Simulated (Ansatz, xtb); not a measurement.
C5H10: which of two isomers lies lower

Structure X: `C=C(C)CC`, a singlet. Structure Y: `C1CCCC1`, a singlet. Both are isolated molecules in the gas phase, relaxed with B3LYP-D3(BJ)/def2-SVP; the shapes shown needn't be the lowest conformers.

X (Å):

```yaml
atoms:
  - { symbol: C, position_ang: [1.5288, -0.6931, 1.6819] }
  - { symbol: C, position_ang: [1.2603, -0.0352, 0.5459] }
  - { symbol: C, position_ang: [2.3005, 0.7991, -0.1564] }
  - { symbol: C, position_ang: [-0.1066, -0.0945, -0.0998] }
  - { symbol: C, position_ang: [-0.1182, -0.7777, -1.4741] }
  - { symbol: H, position_ang: [2.5173, -0.6510, 2.1489] }
  - { symbol: H, position_ang: [0.7666, -1.2950, 2.1857] }
  - { symbol: H, position_ang: [1.9441, 1.8353, -0.2944] }
  - { symbol: H, position_ang: [2.5176, 0.4069, -1.1645] }
  - { symbol: H, position_ang: [3.2454, 0.8306, 0.4049] }
  - { symbol: H, position_ang: [-0.8024, -0.6185, 0.5749] }
  - { symbol: H, position_ang: [-0.4936, 0.9360, -0.2102] }
  - { symbol: H, position_ang: [-1.1402, -0.8208, -1.8824] }
  - { symbol: H, position_ang: [0.5058, -0.2404, -2.2056] }
  - { symbol: H, position_ang: [0.2631, -1.8089, -1.4021] }
```

Y (Å):

```yaml
atoms:
  - { symbol: C, position_ang: [-0.7993, -0.3197, -0.2236] }
  - { symbol: C, position_ang: [0.3203, 0.7054, -0.0074] }
  - { symbol: C, position_ang: [1.0700, 0.6891, -1.3499] }
  - { symbol: C, position_ang: [0.9964, -0.7835, -1.8374] }
  - { symbol: C, position_ang: [-0.0870, -1.4687, -0.9585] }
  - { symbol: H, position_ang: [-1.5805, 0.1192, -0.8694] }
  - { symbol: H, position_ang: [-1.2901, -0.6406, 0.7087] }
  - { symbol: H, position_ang: [0.9854, 0.3608, 0.8044] }
  - { symbol: H, position_ang: [-0.0453, 1.7058, 0.2731] }
  - { symbol: H, position_ang: [0.5495, 1.3484, -2.0643] }
  - { symbol: H, position_ang: [2.1028, 1.0615, -1.2689] }
  - { symbol: H, position_ang: [0.7401, -0.8316, -2.9070] }
  - { symbol: H, position_ang: [1.9671, -1.2913, -1.7277] }
  - { symbol: H, position_ang: [0.3922, -2.1324, -0.2200] }
  - { symbol: H, position_ang: [-0.7788, -2.0937, -1.5437] }
```

Quicker runs give these differences E(Y) − E(X): GFN2-xTB −23.7 kcal/mol; HF/STO-3G −43.1 kcal/mol (at GFN2-xTB geometries); r2SCAN-D4/def2-SVP −14.4 kcal/mol (at GFN2-xTB geometries).

**Question.** Estimate E(Y) − E(X) at the level CCSD(T)/def2-SVP + ΔMP2/def2-TZVPP.

**Answer.** Calculated at CCSD(T)/def2-SVP + ΔMP2/def2-TZVPP: E(Y) − E(X) = −11.6 kcal/mol, so structure Y lies lower.

How the difference moves with the method:

```tsv
level	geometry	E(Y) − E(X) (kcal/mol)	departure from the last row (kcal/mol)	job, with rough time for the two
GFN2-xTB	GFN2-xTB	−23.7	−12.0	optimisation, 0.18 s
HF/STO-3G	GFN2-xTB	−43.1	−31.5	single point, 0.44 s
r2SCAN-D4/def2-SVP	GFN2-xTB	−14.4	−2.8	single point, 4.8 s
B3LYP-D3(BJ)/def2-SVP	B3LYP-D3(BJ)/def2-SVP	−11.6	+0.1	optimisation, 50 s
HF/def2-SVP	B3LYP-D3(BJ)/def2-SVP	−10.8	+0.9	part of the CCSD(T) run
MP2/def2-SVP	B3LYP-D3(BJ)/def2-SVP	−14.3	−2.7	part of the CCSD(T) run
CCSD(T)/def2-SVP	B3LYP-D3(BJ)/def2-SVP	−12.3	−0.7	single point
CCSD(T)/def2-SVP + ΔMP2/def2-TZVPP	B3LYP-D3(BJ)/def2-SVP	−11.6		single point, 49 s
```

As drawn, Y has 2 C–C in place of 1 C=C. Structure X has no ring, Y a 5-membered ring.

None of the levels shown reverses the order. The largest departure from CCSD(T)/def2-SVP + ΔMP2/def2-TZVPP is that of HF/STO-3G, 31.5 kcal/mol. The last row adds to CCSD(T) the change of the MP2 difference between the two basis sets, here +0.7 kcal/mol.

With thermal terms from frequencies at re-optimised GFN2-xTB minima (ideal gas, soft modes damped towards free rotors, one conformer each, 298.15 K, 1 atm): the zero-point term adds +3.0 kcal/mol; ΔH is −9.7 and ΔG −7.2 kcal/mol.

The correlated steps freeze 5 core orbitals. Programs: Ansatz 0.2.0, xtb 6.7.1; the last row on 2 threads of Intel(R) Xeon(R) Platinum 8488C (Sapphire Rapids) on a shared host.
